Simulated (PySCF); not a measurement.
Gas-phase reaction: 4 SiHF2 ⇌ SiF4 + SiH2F2 + 2 SiHF

Energies from PySCF, thermal terms from the rigid-rotor harmonic-oscillator model, ideal gas at 1 bar. † marks an energy on the PBE0/def2-TZVP geometry and frequencies. MP2 and CCSD(T) freeze the core. Open shells (unrestricted): SiHF2 (multiplicity 2); the rest are closed-shell singlets. SiHF2, SiHF: computed as isolated molecules; such fragments, hydroxides, amides, oligomers or adducts are transient or little studied in the gas. MP2 isn't extrapolated to the basis-set limit; its ΔH°(298 K) is -315.9 kJ in def2-SVP and -311.2 kJ in def2-TZVPP. CCSD(T) isn't extrapolated to the basis-set limit; its ΔH°(298 K) is -352.5 kJ in def2-SVP and -346.8 kJ in def2-TZVPP. The harmonic model lacks anharmonicity and excited electronic states, which grow with temperature; levels with a mode under 35 cm⁻¹ are left out.

```csv
level,"ΔE electronic, kJ","ΔH°(298 K), kJ","ΔS°(298 K), J/K","ΔG°(1600 K), kJ"
CCSD(T)/def2-SVP†,-353,-352,-64,-250
HF/def2-TZVP†,-199,-199,-64,-96
MP2/def2-SVP†,-317,-316,-64,-214
PBE0/def2-QZVP†,-271,-270,-64,-168
PBE0/def2-SVP†,-285,-285,-64,-182
r2SCAN/def2-TZVP†,-242,-242,-64,-139
```
ΔH° is lowest at CCSD(T)/def2-SVP† and highest at HF/def2-TZVP†. No reference value is set beside these.
